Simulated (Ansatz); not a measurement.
# W: from a trial structure to a relaxed crystal

All numbers below come from DFT PBEsol, scalar-relativistic, plane waves, PAW in Ansatz 0.2.0. Cutoff 420 eV, Γ-centred k mesh, Gaussian smearing, no spin polarisation in the final step.

The start puts W on the alpha-boron structure type (R-3m, No. 166), at a guessed volume.

```xyz
12
Lattice="3.2537 1.8785 5.5488 -3.2537 1.8785 5.5488 0.0000 -3.7570 5.5488" Properties=species:S:1:pos:R:3 pbc="T T T"
W    -2.0935    1.2087    3.7398
W     0.0000   -2.4173    3.7398
W     2.0935    1.2087    3.7398
W     2.0935   -1.2087   12.9066
W    -2.0935   -1.2087   12.9066
W     0.0000    2.4173   12.9066
W    -1.3321    0.7691    5.9537
W     0.0000   -1.5382    5.9537
W     1.3321    0.7691    5.9537
W     1.3321   -0.7691   10.6928
W    -1.3321   -0.7691   10.6928
W     0.0000    1.5382   10.6928
```

Cell and atoms relax at zero pressure; the relaxation can't lower the symmetry of the start. After a coarse first stage the cell is made exact in the group found at 0.06 Å.

Energies count from the standard state of W at the same level.

Task: Describe the relaxed structure.

Result: It keeps R-3m (No. 166), but not the shape of the type it started on. Conventional cell: a = 5.404 Å, c = 27.114 Å. W on Wyckoff site h (6 atoms of the primitive cell) has 7 W at 2.54–2.73 Å; around W on Wyckoff site h (6 atoms of the primitive cell) lie 8 W at 2.66–2.71 Å.

Space group R-3m:H (No. 166). a = 5.404 Å, b = 5.404 Å, c = 27.114 Å, α = 90.00°, β = 90.00°, γ = 120.00°
| atom | site | symmetry | x | y | z |
| --- | --- | --- | --- | --- | --- |
| W | 18h | .m | 0.1647 | 0.8353 | 0.8802 |
| W | 18h | .m | 0.5007 | 0.4993 | 0.7068 |

Task: What are its volume, energy, density and gap?

Result: The volume per atom is 19.05 Å³. The density is 16.03 g/cm³, the energy over the standard structure is 1.41 eV/atom and the gap on the 9×9×9 mesh is 0 eV (a metal).

The final run used a 9×9×9 mesh on its 12-atom cell and 0.10 eV smearing. The k mesh leaves about 4 meV/atom of noise in metals. Spin–orbit coupling is left out. A structure relaxed within its symmetry needn't be a true minimum. The steps took of the order of 7 core-minutes in all.